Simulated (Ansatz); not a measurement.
# SiHCl3: structure and electronic state

What does SiHCl3 look like as a singlet, and where do its frontier electrons sit?

The runs use Ansatz 0.2.0, Gaussian basis; RKS PBE0-D4/def2-TZVP.

The runs, in order: relaxation at r2SCAN-D4/def2-SVP; a search for the lowest solution at PBE0-D4/def2-SVP; a single point at PBE0-D4/def2-TZVP; harmonic vibrations at r2SCAN-D4/def2-SVP.

## Step 1: Where the work starts

5 atoms, charge 0, spin multiplicity 1.

Atoms are counted from 1 here; the program's logs count them from 0.

Bond lengths: Si1–H2 1.451 Å, Si1–Cl3 2.010 Å, Si1–Cl4 2.010 Å, Si1–Cl5 2.010 Å. Angles: H2–Si1–Cl3 109.3°, H2–Si1–Cl4 109.4°, H2–Si1–Cl5 109.3°, Cl3–Si1–Cl4 109.7°, Cl3–Si1–Cl5 109.5°, Cl4–Si1–Cl5 109.7°.

The start is a GFN2-xTB geometry.

## Step 2: Optimising with r2SCAN-D4/def2-SVP

Input file in.yaml:

```yaml
crystal:
  periodic: [false, false, false]
  atoms:
    - {symbol: Si, position_ang: [-0.000330, -0.000420, 0.108600]}
    - {symbol: H, position_ang: [0.008670, -0.016190, 1.559030]}
    - {symbol: Cl, position_ang: [1.892710, 0.009030, -0.565730]}
    - {symbol: Cl, position_ang: [-0.955250, 1.647390, -0.534550]}
    - {symbol: Cl, position_ang: [-0.945810, -1.639810, -0.567350]}
basis:
  gaussian: {orbitals: def2-SVP}
hamiltonian: {xc: r2scan, dispersion: d4}
scf: {omitted_lower_state_checks: [starts]}
output: {orbitals: {seedname: orbitals}}
relax: {f_tol: 0.02, max_steps: 100}
```

Started as:

```
> ansatz run in.yaml --threads 2 --pin off --events-out ev --progress --plain --max-ram 4352MiB
```

Further steps of the session: Searching for the lowest solution, PBE0-D4/def2-SVP; Single point, PBE0-D4/def2-TZVP; Vibrations by finite differences.

**Question.** What will the summary of the whole plan be? Wanted: point group; commonest bond, hydrogen aside; HOMO, LUMO at PBE0-D4/def2-TZVP; dipole at r2SCAN-D4/def2-SVP; lowest, highest wavenumber.

As calculated:

```
                       quantity                            value
                    point group                              C3v
 commonest bond, hydrogen aside  Cl–Si, 3 of mean length 2.049 Å
HOMO, LUMO at PBE0-D4/def2-TZVP                  -9.39, -0.28 eV
   dipole at r2SCAN-D4/def2-SVP                           0.97 D
     lowest, highest wavenumber                   171, 2315 cm⁻¹
```

The molecule keeps its bonding pattern by the stored test; the atoms moved 0.03 Å (rms). All wavenumbers are real: a minimum at this level. The HOMO lies nearest to Cl3, Cl4, Cl5 about 33 % each and the LUMO to Si1 35 %; Cl3, Cl4, Cl5 about 19 % each.
